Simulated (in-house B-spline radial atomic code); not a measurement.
Functionals against NIST's ionisation energies along a row: He to Ne

Ionisation energies as differences of self-consistent total energies from a B-spline radial code for spherical atoms: all electrons, radial basis limit, scalar-relativistic (one-electron X2C), spin-polarised at highest spin, spherical densities; exact exchange is averaged over the determinants of each configuration. No spin-orbit coupling, Breit or QED terms. NIST's values run from ground level to ground level, so in open shells the differences also hold multiplet and fine-structure energies that spherical high-spin averages miss. Columns give computed minus NIST, in eV; a star marks a semi-empirical value. Species are left out where the tabulated value is theory, is uncertain by more than 0.12 eV, or (13 ions, such as In⁴⁺, Te⁴⁺ and Bi⁴⁺) lies off its series for all methods alike, which flatters the means a little.

```csv
species,shell,NIST (eV),Hartree-Fock,LDA exchange-only,PBE0,BHandHLYP
He,1s,24.59,-1.14,-2.52,-0.14,+0.13
Li,2s,5.39,-0.05,-0.36,+0.18,+0.12
Be,2s,9.32,-1.28,-1.68,-0.35,-0.36
B,2p,8.30,-0.36,-0.75,+0.21,+0.16
C,2p,11.26,-0.45,-0.49,+0.35,+0.16
N,2p,14.53,-0.54,-0.53,+0.29,+0.03
O,2p,13.62,-1.75,-1.76,-0.07,-0.02
F,2p,17.42,-1.78,-1.18,+0.15,-0.09
Ne,2p,21.56,-1.77,-1.07,+0.12,-0.15
```

**Question.** How do the methods rank, and which species is hardest?

**Answer.** Mean absolute (signed) differences: BHandHLYP 0.14 (0.00) eV; PBE0 0.21 (+0.08) eV; Hartree-Fock 1.01 (-1.01) eV; LDA exchange-only 1.15 (-1.15) eV. For Be, which loses a 2s electron, the nearest method is off by -0.35 eV, the largest such miss. Hartree-Fock comes too low mainly by the correlation energy of the removed electron.
